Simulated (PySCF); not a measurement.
Another site gives an ion 63293.49 eV lower (`O=C[SeH]`) at the level PBE-D3(BJ)/def2-TZVP // TPSSh-D3(BJ)/def2-TZVP (PySCF).

Excitations are Tamm–Dancoff values on a coarser integration grid. The basis has no diffuse functions, so Rydberg states are missing or too high.

Z-matrix (Å, degrees):
```
C
O 1 1.2005
O 1 1.3471 2 125.11
H 3 0.9737 1 107.19 2 0.00
H 1 1.0974 2 125.44 3 -179.93
```
Charge 0, spin multiplicity 1.

### Question
What S1 excitation (TDA), LUMO and HOMO does PBE-D3(BJ)/def2-TZVP // TPSSh-D3(BJ)/def2-TZVP run with PySCF give?

### Answer

```yaml
S1 excitation (TDA): 5.72 eV
LUMO: -1.38 eV
HOMO: -6.88 eV
```
